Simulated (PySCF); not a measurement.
Dimethylphosphine, C2H7P.
Bonds: C1–P2, P2–C3. Hydrogens: H4, H5, H6 on C1; H7 on P2; H8, H9, H10 on C3.

Jobs on this species (10 atoms, 34 electrons) with PySCF (density fitting). Hardware of each: an Arm Neoverse V1 with one thread, no GPU (shared host). Other jobs ran on the host; a repeat could differ by tens of per cent or more. Peak memory is the resident size of the whole Python process, interpreter and libraries included.

Question: Rank these jobs by wall time, shortest first.
A. PBE0/6-31+G*; 10 singlets by full TDDFT, 4 Tamm–Dancoff triplets, polarisability; 72 basis functions
B. PBE0/def2-TZVPD; 10 singlets by full TDDFT, 4 Tamm–Dancoff triplets, polarisability; 180 basis functions
C. LC-wPBE/def2-SVPD; 10 singlets by full TDDFT, 4 Tamm–Dancoff triplets, polarisability, ΔSCF ions; 120 basis functions

Answer: A (3.5 s), B (11 s), C (18 s).

All jobs:

```
                level and settings                                                                           work  basis functions  SCF cycles  wall time  peak memory
                       PBE0/6-31G*             10 singlets by full TDDFT, 4 Tamm–Dancoff triplets, polarisability               60          11      3.1 s     0.37 GiB
                      PBE0/6-31+G*             10 singlets by full TDDFT, 4 Tamm–Dancoff triplets, polarisability               72          11      3.5 s     0.46 GiB
                     PBE0/def2-SVP             10 singlets by full TDDFT, 4 Tamm–Dancoff triplets, polarisability               81          11      3.8 s     0.42 GiB
PBE0-D3(BJ)/def2-SVP, grid level 1                                    geometry optimisation from a GFN2-xTB start               81          23      6.9 s     0.34 GiB
                  PBE0/aug-cc-pVDZ             10 singlets by full TDDFT, 4 Tamm–Dancoff triplets, polarisability              136          12      7.2 s     0.62 GiB
                   PBE0/def2-TZVPD             10 singlets by full TDDFT, 4 Tamm–Dancoff triplets, polarisability              180          12       11 s     0.72 GiB
               BHandHLYP/def2-SVPD  10 singlets by full TDDFT, 4 Tamm–Dancoff triplets, polarisability, ΔSCF ions              120          10       11 s     0.55 GiB
               CAM-B3LYP/def2-SVPD  10 singlets by full TDDFT, 4 Tamm–Dancoff triplets, polarisability, ΔSCF ions              120          11       13 s     0.58 GiB
                 LC-wPBE/def2-SVPD  10 singlets by full TDDFT, 4 Tamm–Dancoff triplets, polarisability, ΔSCF ions              120          12       18 s     0.55 GiB
```

Question: What do all jobs in the table cost together?

Answer: About 78 s; the longest takes about 23 % of that, and about 5.8 times as long as the shortest.
